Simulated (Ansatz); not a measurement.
**AlB+ (doublet): wave-function methods side by side, def2-QZVPP**

One table from this session's results is given with a row withheld; the runs are named, their logs left out.

Computed with Ansatz 0.2.0, Gaussian basis. Level: def2-QZVPP, core rule «outside noble gas», up to 6 orbitals frozen.

To be run: UHF; ROHF; CCSD(T) on UHF.

2 further runs of the same task are left out: 2 set aside as unsound or not needed.

## The system

The geometry is a PBE0/def2-TZVP stationary point (not a proven minimum) of the parent state, kept for this charge and spin.

2 atoms, charge 1, spin multiplicity 2.

Atoms are counted from 1 here; the program's logs count them from 0.

Bond lengths: B1–Al2 2.081 Å.

Set-up of the first run:

in.yaml

```yaml
crystal:
  periodic: [false, false, false]
  atoms:
    - {symbol: B, position_ang: [0.000000, 0.000000, 0.000000]}
    - {symbol: Al, position_ang: [0.000000, 0.000000, 2.080524]}
basis:
  gaussian: {orbitals: "def2-QZVPP.json"}
total_charge: 1
magnetization: {spin_polarized: true, initial_magnetization: 1}
hamiltonian: {xc: hf}
output: {orbitals: {seedname: orbitals}}
```

The run is started by

```sh
> ansatz run in.yaml --threads 1 --pin off --events-out ev --progress --plain --max-ram 2393MiB
```

Among the steps run: UHF; ROHF; CCSD(T) on UHF.

One table of the session follows, with a row left open; its other results are not shown here.

```
  method  from UCCSD(T) (kJ/mol)
    ROHF                  +358.7
     UHF                  +296.7
    UMP2                       ?
   UCCSD                   +19.8
UCCSD(T)                       0
```

Estimate the missing values for UMP2.

**Answer.** from UCCSD(T) (kJ/mol): +107.6. In the column «from UCCSD(T) (kJ/mol)» it lies between UCCSD (+19.8) and UHF (+296.7).

Limits of these values: The determinant is far from a pure spin state, so its energy mixes those of several spin states (harmless only where they are near-degenerate, as at dissociation).
